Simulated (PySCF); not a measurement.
Work out the structure from these simulated measurements.

Formula: C4H3FO.

| Item | Value |
| --- | --- |
| UV, strongest line | among the 8 lowest singlet transitions: S3 at 5.79 eV (214 nm, f = 0.466) [TDDFT B3LYP/def2-SVPD] |
| UV, first state | lowest singlet excitation: 3.10 eV (401 nm, f = 0.000) [TDDFT B3LYP/def2-SVPD] |
| Couplings | largest of the computed one-bond spin–spin couplings (means over like bonds): 19F–13C -324.4, 13C–1H +205.1, 13C–1H +172.2, 13C–1H +163.7, 13C–13C +134.0, 13C–13C +105.9, 13C–13C +70.3, 17O–13C +20.5 Hz [B3LYP/pcJ-1] |
| 13C NMR | chemical shifts (computed TMS as zero) by class: 210.2 (1 C), 152.5 (1 C), 104.9 (1 C), 22.4 (1 C) ppm [GIAO PBE0/pcSseg-1] |
| NMR, other nuclei | isotropic shieldings of nuclei other than C and H, by class: -73 (1 O), 304 (1 F) ppm [GIAO PBE0/pcSseg-1] |
| Rotational structure | rotational constants A, B, C: 28.480, 1.309, 1.252 GHz [GFN2-xTB] |

Gas-phase values; electronic properties from PySCF, density fitting. Levels stand in brackets. One conformer (not necessarily the lowest) at the GFN2-xTB geometry, without solvent, vibrations or thermal averaging. NMR classes are plain means over equivalent atoms (diastereotopic ones count apart unless rotation or inversion swaps them), as if these changed places fast.

**Question.** Give a SMILES that accounts for the data.

**Answer.** Numbering: `[O:1]=[C:2]=[CH:3]/[CH:4]=[CH:5]/[F:6]`. Its formula, C4H3FO, gives 3 degrees of unsaturation: 0 rings and 3 π bonds in the structure found. 4 carbons fall into 4 classes; from least to most shielded: central carbon of a ketene [C2] (210.2 ppm), vinylic C–F carbon [C5] (152.5 ppm), alkene CH carbon [C4] (104.9 ppm), outer carbon of cumulated double bonds [C3] (22.4 ppm). The other shieldings belong to: -73 ppm, oxygen bonded to C [O1]; 304 ppm, vinyl fluorine [F6]. The couplings run between: -324.4 Hz, vinyl fluorine [F6] and vinylic C–F carbon [C5]; +205.1 Hz, vinylic C–F carbon [C5] and its hydrogen; +172.2 Hz, outer carbon of cumulated double bonds [C3] and its hydrogen; +163.7 Hz, alkene CH carbon [C4] and its hydrogen; +134.0 Hz, central carbon of a ketene [C2] and outer carbon of cumulated double bonds [C3]; +105.9 Hz, alkene CH carbon [C4] and vinylic C–F carbon [C5]; +70.3 Hz, outer carbon of cumulated double bonds [C3] and alkene CH carbon [C4]; +20.5 Hz, oxygen bonded to C [O1] and central carbon of a ketene [C2]. S1 is mainly HOMO→LUMO (weight 0.98); the largest Löwdin shares of the orbital it empties are 0.22 on the outer carbon of cumulated double bonds, 0.21 on the vinylic C–F carbon, 0.15 on the alkene CH carbon and 0.15 on the central carbon of a ketene, of the orbital it fills 0.40 on the central carbon of a ketene, 0.33 on the oxygen bonded to C, 0.14 on the outer carbon of cumulated double bonds and 0.07 on the hydrogen on carbon. The optimised geometry has point group Cs and is an asymmetric top. Structure: `O=C=C/C=C/F`. Computed isomers that give other values at the same levels: `O=C1C=C[C@@H]1F` (13C chemical shifts (computed TMS as zero) by class: 188.7 (1 C), 176.5 (1 C), 156.1 (1 C), 106.8 (1 C) ppm); `CC#CC(=O)F` (13C chemical shifts (computed TMS as zero) by class: 150.7 (1 C), 100.3 (1 C), 74.2 (1 C), 4.8 (1 C) ppm); `Fc1ccoc1` (13C chemical shifts (computed TMS as zero) by class: 165.3 (1 C), 145.5 (1 C), 131.6 (1 C), 109.5 (1 C) ppm). The assignments are read from this structure; whether some other isomer fits the data as well wasn't checked.

Shape of the structure used: `[O:1]=[C:2]=[CH:3]/[CH:4]=[CH:5]/[F:6]`: C2–C3–C4–C5 180°.
